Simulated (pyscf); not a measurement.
`[OH][CH2][SnH3]` + `[H][H]` -> `[CH3][SnH3]` + `[OH2]`, a four-centre exchange (singlet surface; C–O, H–H broken, C–H, H–O formed). Optimised with ωB97X-D3(BJ)/def2-SVP in PySCF. Energies in kcal/mol from the separated reactants.

AM1 to PM7: differences of heats of formation from MOPAC, which are fitted to 298 K values and so differ in kind from electronic energies by zero-point and thermal terms. 

Problem. Quick PM7 single points give ΔE‡ = 121.2 kcal/mol and ΔE = +5.0 kcal/mol. What does ωB97M-D3(BJ)/def2-TZVP give, and how far is the quick result from it?

Solution. ωB97M-D3(BJ)/def2-TZVP gives ΔE‡ = 81.6 kcal/mol and ΔE = -31.9 kcal/mol. PM7 lies 39.5 kcal/mol over it in the barrier and 36.9 kcal/mol over it in the reaction energy, so on this step it does not hold to within 3.0 kcal/mol. ωB97M-D3(BJ)/def2-TZVP has limits of its own. The same reactants have a lower exit, to •H₂C–OH + SnH₃• + H₂ (no saddle counted: cutting one bond costs +58.5 kcal/mol at ωB97M-D3(BJ)/def2-TZVP, against +81.6 kcal/mol here). HO–CH₂–SnH₃ lies 31.7 kcal/mol over its isomer H₃C–SnH₂–OH (electronic energy, ωB97M-D3(BJ)/def2-TZVP). This is the saddle that the search found; another between the same sides may lie lower. In the def2 sets elements past Kr carry core potentials, without spin-orbit coupling.
